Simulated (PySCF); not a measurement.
A series of substituents X on one scaffold: ethyl-X. Gas-phase values, no solvent. One relaxed conformer stands for each flexible species; it need not be the lowest. Strings in code marks are SMILES.

Level of theory: PBE-D3(BJ)/def2-TZVP // B3LYP-D3(BJ)/def2-TZVP in PySCF. All candidates: neutral, multiplicity 1. Excitations are Tamm–Dancoff values on a coarser integration grid. The basis has no diffuse functions, so Rydberg states are missing or too high.

```
Quantity               Result
-------------------  --------
S1 excitation (TDA)   8.87 eV
T1 excitation (TDA)   8.56 eV
HOMO                 -8.14 eV
```

Identify which member has these values.
(A) `CC`
(B) `CCC(C)=O` (C–C–C–O torsion 7°)
(C) `CC[SeH]` (C–C–Se–H torsion 63°)
(D) `BCC`

A, `CC`. The others give `CCC(C)=O` (C–C–C–O torsion 7°): 4.36 eV, 3.74 eV, -5.58 eV; `BCC`: 5.29 eV, 4.74 eV, -7.43 eV; `CC[SeH]` (C–C–Se–H torsion 63°): 4.70 eV, 4.22 eV, -5.31 eV
